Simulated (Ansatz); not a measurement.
# BH4O: the cost of one run

Program: Ansatz 0.2.0. Level of theory: UKS BHLYP-D4/6-31G*. These are calculated values, not measurements.

## 1. The structure to begin with

Bond lengths: B1–H3 1.190 Å, B1–H4 1.190 Å, O5–H6 1.010 Å. Angles: H3–B1–H4 120.0°.

Coordinates:

```xyz
6

B     0.0000    0.0000    0.0000
H     0.0000    0.0000    1.4400
H     1.0305    0.0000   -0.5950
H    -1.0305    0.0000   -0.5950
O     0.0000    0.0000    2.7500
H    -0.5144   -0.8011    3.0871
```

## 2. A restrained relaxation towards end A

Springs on the bonds that form and break draw the guess towards this end; the thresholds are loose.

The input, input.yaml:

```yaml
crystal:
  periodic: [false, false, false]
  atoms:
    - { symbol: B, position_ang: [0.0, 0.0, 0.0] }
    - { symbol: H, position_ang: [0.0, 0.0, 1.44] }
    - { symbol: H, position_ang: [1.0305, 0.0, -0.595] }
    - { symbol: H, position_ang: [-1.0305, 0.0, -0.595] }
    - { symbol: O, position_ang: [0.0, 0.0, 2.75] }
    - { symbol: H, position_ang: [-0.5144, -0.8011, 3.0871] }
magnetization:
  spin_polarized: true
  initial_magnetization: 1
basis:
  gaussian: { orbitals: "6-31G*" }
hamiltonian:
  xc: { name: BHLYP }
  dispersion: d4
relax:
  f_tol: 0.15
  max_steps: 25
  restrain:
    - { distance: [1, 4], at: 2.21, k: 30.0 }
    - { distance: [0, 1], at: 1.19, k: 30.0 }
output:
  orbitals: {}
```

Command:

```
> ansatz run input.yaml --threads 1 --pin off --max-ram 2048MiB --backend cpu --events-out ev --progress --plain --runs-dir out
```

**Question.** How long does this run take on 1 thread of Arm Neoverse V2, shared host, and how much memory does it need?

About 9.5 s, with a peak of 0.11 GiB.
